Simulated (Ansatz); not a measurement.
A made-up structure of C$_{2}$H$_{4}$N (charge -1), closed shell:

```
7
angstrom
C -1.2261 -0.2064 -0.8424
N -0.6046 -0.3335 0.2772
C 0.7452 0.1959 0.3014
H -2.2493 -0.6594 -0.7065
H 1.4632 -0.5980 0.5595
H -0.8077 -0.0610 -1.8054
H 1.0311 0.6357 -0.6724
```

It is relaxed with PBE-D4/def2-SVPD and then PBE0-D4/def2-TZVPD (Ansatz 0.2.0). Atoms count as bonded within 1.22 times the sum of their covalent radii (H–H: 0.88 Å). The end point is not checked to be a true minimum.

**Question.** Does its bonding change? (Judge from chemistry; the calculation decides.)

**Answer.** The calculation gives: No: no bond forms or breaks.

Where it ends: The first stage lowers the energy by 0.82 eV in 8 steps. It ends as C₂H₄N ([CH2][N][CH2]), total charge -1:
```csv
atom,x (Å),y (Å),z (Å)
C1,-1.3181,-0.2950,-0.8468
N2,-0.4339,-0.4708,0.1099
C3,0.8129,-0.0543,0.1117
H4,-2.3236,-0.6913,-0.7257
H5,1.4464,-0.2655,0.9701
H6,-1.0841,0.2433,-1.7792
H7,1.2521,0.5070,-0.7284
```

Labels in which every atom is bracketed show which atoms are joined, not bond orders.

For scale, one of the runs: PBE0-D4/def2-TZVPD relaxation, 147 basis functions, launched by `ansatz run in.yaml --threads 2 --pin off --events-out ev --progress --plain --max-ram 4352MiB`. The run took about 12 s on 2 CPU threads of an Arm Neoverse V1 (shared host).
